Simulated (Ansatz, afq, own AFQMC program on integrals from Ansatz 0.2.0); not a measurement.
Two steps: Ansatz 0.2.0 writes the Fock matrix and Cholesky factors of the valence space, and afq projects on them the lowest state that overlaps trial and start.

```yaml
crystal:
  periodic: [false, false, false]
  atoms:
    - {symbol: Au, position_ang: [0.000000, 0.000000, 0.000000]}
basis:
  gaussian: {orbitals: def2-SVP}
magnetization: {spin_polarized: true, initial_magnetization: 1}
correlation: {method: ccsd_t, electrons: outside_noble_gas, hamiltonian_folder: ham}
```

```sh
$ ansatz run in.yaml --threads 1 --pin off --events-out ev --progress --plain --max-ram 24576MiB --backend cuda --devices 0, --max-vram 18GiB
```

afq runs on the folder ham with

```
--method phaseless --trial hf --walkers 4000 --populations 20 --least-time 40 --time-step 0.005 --steps-per-block 20 --equilibration-blocks 160 --max-blocks 4000 --target-error 0.0006 --factor-cut 1e-05 --start spin_pure --seed 8972 --taylor-order 6
```

Times are imaginary, in 1/Eh. The walk had a cap of 49 s. With eight or more populations the least sampling time is a fifth of least-time, and the error comes from their spread. Core potentials past Kr, no spin–orbit coupling.

```
orbitals 28  electrons 6 5  factors 205 of 214
reference energy -134.78516280 Eh
CCSD correlation -0.23986113 Eh in 7 cycles, weight of the determinant in the CISD state 0.9303
energy of the start -134.785210 Eh
 block  time / (1/Eh)  mean weight  energy / Eh
     1     0.100  1.0013  -134.864843
     2     0.200  1.0023  -134.915514
     3     0.300  1.0021  -134.949393
     4     0.400  1.0016  -134.970090
     5     0.500  1.0014  -134.985219
    10     1.000  1.0003  -135.016263
    37     3.700  1.0001  -135.035491
    55     5.500  1.0003  -135.027751
   100    10.000  0.9995  -135.029106
   145    14.500  0.9996  -135.027543
   190    19.000  1.0000  -135.030943
   235    23.500  0.9999  -135.021209
   280    28.000  1.0004  -135.034308
   325    32.500  1.0000  -135.024308
   370    37.000  1.0000  -135.019869
error from the spread of 20 populations
energy -135.028384 +/- 0.000586 Eh
(rows thinned)
```

Q: Estimate how long the walk took on 1 × NVIDIA H100 80GB HBM3 with 1 thread of AMD EPYC 7R13 Processor (Zen 3), with other jobs on the host (the card was shared).

A: 41 s of wall time.

The run passed its tests (sampling time, drift between the halves within three errors, error under three times the target), which doesn't prove that it has relaxed.

Against this walk (error 15.9 meV) on the same determinant: CCSD(T) 13.0 meV lower (within the noise), CCSDT(Q) 17.6 meV lower (within the noise), CCSDTQ 18.5 meV lower (within the noise), a separate phaseless walk with a CISD trial and standard settings 17.6 ± 16.1 meV lower (within the noise). The error is statistical and leaves out the bias of the constraint.

Cautions: constraint bias not in the error; no spin-orbit coupling; outer-core shells of the metal frozen.

CCSDT and higher add their correlation energy to the determinant of the CCSD(T) run, since their own runs factorise the integrals more tightly (a shift of under 2 meV). A walk keeps the symmetry of its determinant, which the program's search chose and which needn't be the lowest solution, so a lower state of the same spin and another symmetry isn't excluded.
